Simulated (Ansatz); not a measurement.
Consider Cr in the bcc (W type) structure (space group Im-3m, No. 229; a = 2.829 Å; non-magnetic).

Computed with r2SCAN (Ansatz, a program for electronic structure, PAW, no spin-orbit coupling).

It is then changed as follows: every Cr is replaced by Mo; the structure is relaxed again.

Measured lattice parameter a: Cr 2.877 Å (static lattice; corrected from measurement; as listed in H. Levämäki et al., Physical Review B (2014)); Mo 3.141 Å (static lattice; corrected from measurement; as listed in Daniel Mejia-Rodriguez, S. B. Trickey, Phys. Rev. B (2018)).

Q: How well does r2SCAN reproduce the measured shift?

A: With r2SCAN the lattice parameter a moves by +0.321 Å (2.829 → 3.151) against +0.264 Å measured.

No phonon test of stability was made. Starting moments died away, wholly or in part, for the base; another magnetic solution may exist. All final runs are without spin polarisation. Real Cr is antiferromagnetic at low temperature and ambient pressure, an order that this cell doesn't hold.
